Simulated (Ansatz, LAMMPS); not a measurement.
# Lattice parameter c of hcp Hf: levels of theory against measurement

Reference value: 5.051 Å (measured, 293 K, no zero-point or thermal correction; as tabulated in Wikipedia's data pages).

```
level (code)                    value (Å)  difference (%)
------------------------------  ---------  --------------
Lennard-Jones uff-vdw (LAMMPS)      4.984           -1.33
PBE (Ansatz)                        5.068           +0.34
PBE-D3(BJ) (Ansatz)                 5.023           -0.55
r²SCAN0 (Ansatz)                    5.072           +0.42
Hartree–Fock (Ansatz)               5.223           +3.41
```

Leaving aside Lennard-Jones uff-vdw (doubt noted below): The reference is not for a static lattice or low temperature, so close values are not ranked against it. Off by more than 1.75 %, or 2.45 % on the side where a correction would as a rule narrow the miss (bounds picked here): Hartree–Fock (+3.41 %).

The measured value isn't corrected to a static lattice, so vibrations enter the comparison.  Density-functional levels without +SOC have no spin–orbit coupling. Lennard-Jones uff-vdw: this is a force field's van der Waals term alone, without bonds or charges. Cutoffs and k meshes differ between the levels. Ansatz's density-functional and Hartree–Fock values are scalar-relativistic unless marked +SOC, with PAW data made under PBE.

Differences are worked out from the printed values.

Ansatz is a quantum-chemistry and plane-wave program.
